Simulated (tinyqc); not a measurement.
Orbital energy against energy difference: ionisation energy by orbital energies and by energy differences in the cc-pvdz basis, for H2O, spin multiplicity 1. Computed by the program tinyqc with PySCF. The cation is unrestricted; errors are against CCSD(T) in this basis, not against experiment.

Geometry (angstrom):
```
atom       x        y       z
O     0.0000   0.0000  0.0000
H     0.0000   0.7160  0.5810
H     0.0000  -0.7160  0.5810
```

CCSD(T) difference in the same basis = 12.1335 eV

IP-EOM-CCSD = 11.9765 eV

First vertical ionisation energy (eV):
```
method     -e(HOMO)  E(cation) - E  error of -e(HOMO)  error of the difference
HF          13.5184      10.927721             1.3849                  -1.2058
LDA          6.3152      12.823041            -5.8183                   0.6896
PBE          6.2154      12.468237            -5.9181                   0.3348
B3LYP        7.9347      12.503773            -4.1987                   0.3703
PBE0         8.3057      12.386056            -3.8278                   0.2526
CAM-B3LYP    9.8323      12.498553            -2.3012                   0.3651
LC-wPBE     11.3058      12.549198            -0.8277                   0.4157
```

What does the comparison show, and why?

Koopmans errs by +1.38 eV and Delta-HF by -1.21 eV: relaxation, 2.59 eV, lowers the value and the missing correlation difference works against it. The PBE level is off by -5.9 eV through the wrong tail of its potential, though its energy difference is off by +0.33 eV; exact exchange deepens the level, and among the orbital energies LC-wPBE comes closest; among the differences PBE0 does.
